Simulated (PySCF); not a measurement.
# LiClF−, a complex of two parts: interaction energy

An exercise on one series of results from a longer session: the logs are not shown, and one member is left open.

Computed with PySCF 2.14.0; each step states its level. No surroundings beyond the atoms listed, unless a continuum is named. Atoms count from 0, parts from 1.

### The system as given

3 atoms, charge -1, multiplicity 1; geometry: GFN2-xTB. Parts: 1 = atoms 0–1, `[Li][F]`, charge 0; 2 = atom 2, `[Cl-]`, charge -1.

The first run:

What the job is given:

```
{"job": {"xc": "PBE0", "basis": "def2-TZVPD", "d3": "d3bj", "grid": 3, "kind": "geom", "shake": 0.01}, "charge": -1, "multiplicity": 1, "parts": [{"atoms": "0-1", "charge": 0, "multiplicity": 1}, {"atoms": "2-2", "charge": -1, "multiplicity": 1}]}
Li    -0.138244    -0.413446     0.741144
F      0.485537     0.395207    -0.485919
Cl    -1.063420    -1.459330     2.383280
```

Started as:

```sh
$ OMP_NUM_THREADS=1 python cluster_run.py task.json out
```

This one command runs all jobs of the session in turn.

Steps of the session up to this table: Relaxing the molecule at PBE0-D3(BJ)/def2-TZVPD; Coupled-cluster interaction energy: CCSD(T) and MP2, 2.19 Å; Coupled-cluster interaction energy: CCSD(T) and MP2, 2.29 Å; Coupled-cluster interaction energy: CCSD(T) and MP2, 2.40 Å; Coupled-cluster interaction energy: CCSD(T) and MP2, 2.08 Å; Coupled-cluster interaction energy: CCSD(T) and MP2, 2.73 Å; Coupled-cluster interaction energy: CCSD(T) and MP2, 1.97 Å; Coupled-cluster interaction energy: CCSD(T) and MP2, 3.28 Å; Coupled-cluster interaction energy: CCSD(T) and MP2, 4.37 Å.

One of the session's tables, all rows but one given; the rest of the session is left out.

It belongs to the step «Coupled-cluster interaction energy: CCSD(T) and MP2, 4.37 Å». 

```
                 method  interaction energy (kcal/mol)
         HF/aug-cc-pVDZ                         -19.47
        MP2/aug-cc-pVDZ                         -19.32
       CCSD/aug-cc-pVDZ                         -19.37
    CCSD(T)/aug-cc-pVDZ                              ?
         HF/aug-cc-pVQZ                         -19.28
        MP2/aug-cc-pVQZ                         -19.10
    SCS-MP2/aug-cc-pVQZ                         -19.11
      MP2, extrapolated                         -19.10
CCSD(T), limit estimate                         -19.13
```

Q: Estimate the row for CCSD(T)/aug-cc-pVDZ from the others.

As computed: interaction energy (kcal/mol): -19.36. In the column «interaction energy (kcal/mol)» it lies between CCSD/aug-cc-pVDZ (-19.37) and MP2/aug-cc-pVDZ (-19.32).
